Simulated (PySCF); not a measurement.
## SiH$_{4}$, singlet: breathe scan

Starting geometry (PBE0/def2-TZVP stationary point for this spin, not checked as a minimum):

```xyz
5

Si    0.0000    0.0000    0.0000
H     0.8558    0.8587    0.8568
H    -0.8596   -0.8544    0.8574
H    -0.8547    0.8555   -0.8611
H     0.8584   -0.8599   -0.8531
```

From there all distances are scaled together; atoms are numbered as listed. Energies are in eV, counted from the starting geometry at the same level.

Basis 6-31G; PySCF 2.14.0. Only valence electrons are correlated (noble-gas cores frozen). Prefix R: restricted or restricted open-shell reference; prefix U: unrestricted.

Unrestricted rows (U) aren't spin-pure: their determinants' ⟨S²⟩ exceeds S(S+1) by up to 2.33, so they mix in states of higher spin. A value is left out where its run failed or describes another state than the reference as far as symmetry and spin tell, or, spin-broken singlets apart, can't be checked.

Full CI is exact within this basis and frozen core; it isn't the basis-set limit. The frozen core follows each run's orbitals, which can shift R against U totals by a few meV.

| scale of all distances | full CI | error UHF | error UMP2 | error UCCSD | error UCCSD(T) | error RCCSDT | error RCCSDT(Q) |
| --- | --- | --- | --- | --- | --- | --- | --- |
| 0.866 | 2.458 | -0.256 | -0.113 | -0.009 | -0.003 | -0.001 | 0.000 |
| 1.000 | 0.000 | 0.000 | 0.000 | 0.000 | 0.000 | 0.000 | 0.000 |
| 1.102 | 0.363 | 0.291 | 0.132 | 0.014 | 0.005 | 0.001 | 0.000 |
| 1.288 | 2.895 | 1.041 | 0.501 | 0.072 | 0.026 | 0.003 | 0.001 |
| 1.475 | 5.806 | 1.591 | 1.868 | 0.301 | 0.146 | 0.016 | 0.005 |
| 1.743 | 8.784 | 0.487 | 1.429 | 0.401 | 0.274 | 0.083 | 0.010 |
| 2.012 | 10.271 | – | – | – | – | 0.225 | -0.041* |
| 2.431 | – | – | – | – | – | – | – |

An asterisk marks runs with an unusually large perturbative step.

Errors are those of relative energies. In total energy the starting point itself misses full CI by: UHF 2.344, UMP2 0.670, UCCSD 0.032, UCCSD(T) 0.009, RCCSDT 0.001, RCCSDT(Q) 0.000 eV.

Spread of the error over the points with a reference, to 2.012 (largest less smallest): RCCSDT(Q) 0.051, RCCSDT 0.225, UCCSD(T) 0.277 (6 of 7 points), UCCSD 0.409 (6 of 7 points), UHF 1.847 (6 of 7 points), UMP2 1.981 (6 of 7 points) eV.

Going outwards, the relative energy of UCCSD first misses by more than 0.043 eV (1 kcal/mol) at 1.288.

Going outwards, the relative energy of UCCSD(T) first misses by more than 0.043 eV (1 kcal/mol) at 1.475.
